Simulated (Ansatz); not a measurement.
Born–Oppenheimer molecular dynamics of CH₂FMg (5 atoms, charge 1, multiplicity 1). It goes on from the last frame of an earlier run, with new velocities.

Level of theory: RKS PBE-D4/cc-pVDZ (Ansatz).

```yaml
ensemble: NVT, Langevin thermostat
time_step: 0.5 fs
steps_asked: 166
set_temperature: 1000 K
friction: 0.01 /fs
seed: 550868
```

First frame:

```xyz
5
Properties=species:S:1:pos:R:3
F -1.517 -1.055 0.227
C -0.227 -0.916 0.359
Mg 0.459 1.152 -0.342
H 0.124 -1.962 0.521
H 1.065 2.205 -1.588
```

Task: How far do the bonds stretch over the last three quarters of this one trajectory? (Pairs bonded in most of those frames.)

Result: 
```tsv
bond	mean (Å)	spread (Å)	shortest	longest
F1–C2	1.310	0.034	1.26	1.36
C2–Mg3	2.321	0.072	2.19	2.42
C2–H4	1.140	0.032	1.08	1.19
Mg3–H5	1.755	0.086	1.61	1.90
```

Mean temperature of the second half: 1295 K. The mean temperature of the second half is 29 % above the set value. A run of 0.083 ps of so small a system gives no equilibrium averages. Limits of this set-up: the dipole of an ion depends on the origin.

The run took 6.5 min on 1 CPU thread of a shared host.
